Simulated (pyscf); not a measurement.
Elementary routes open to GeH₂ (SMILES [GeH2]) [singlet] + NH₃ (SMILES N) in the gas phase (singlet surface):
A. H₂N–GeH₃ (SMILES [NH2][GeH3]) (H–N broken; Ge–N, Ge–H formed)
B. H₂N–GeH: (SMILES [NH2][GeH]) [singlet] + H₂ (SMILES [H][H]) (Ge–H, H–N broken; Ge–N, H–H formed)
C. HN=GeH₂ (SMILES [NH]=[GeH2]) + H₂ (SMILES [H][H]) (H–N, H–N broken; Ge–N, H–H formed)

Structures and frequencies: ωB97X-D3(BJ)/def2-SVP in PySCF.

**Question.** Rank the routes by free-energy barrier at 600 K, lowest first, for ωB97M-D3(BJ)/def2-TZVP energies (ideal gas, 1 atm, RRHO with modes under 100 cm⁻¹ raised to 100, one conformer, R ln 2 for chiral ones without a mode under 150 cm⁻¹).

**Answer.** B (126.6 kJ/mol), A (172.9 kJ/mol), C (352.7 kJ/mol)

Route B is the fastest of these, ahead of the next by 46.4 kJ/mol. The most stable products are those of A (ΔG = -67.1 kJ/mol), whose barrier is 46.4 kJ/mol higher: the kinetic and the thermodynamic product differ. At 1200 K B is still the fastest. A: On the reactant side the descent ends in an adduct with a Ge–N contact, 114.8 kJ/mol under the separated species and 202.9 kJ/mol under the saddle at ωB97X-D3(BJ)/def2-TZVP. B: On the reactant side the descent ends in an adduct with a Ge–N contact, 114.8 kJ/mol under the separated species and 156.7 kJ/mol under the saddle at ωB97X-D3(BJ)/def2-TZVP. C: On the reactant side the descent ends in an adduct with a Ge–N contact, 114.8 kJ/mol under the separated species and 402.6 kJ/mol under the saddle at ωB97X-D3(BJ)/def2-TZVP. Only these routes are compared; each barrier is that of the saddle found, and lower ones may exist. A restricted solution here is unstable towards spin polarisation, so biradical character is likely and single-reference numbers are less safe. Elements up to Kr have no core potential and no relativistic terms here.
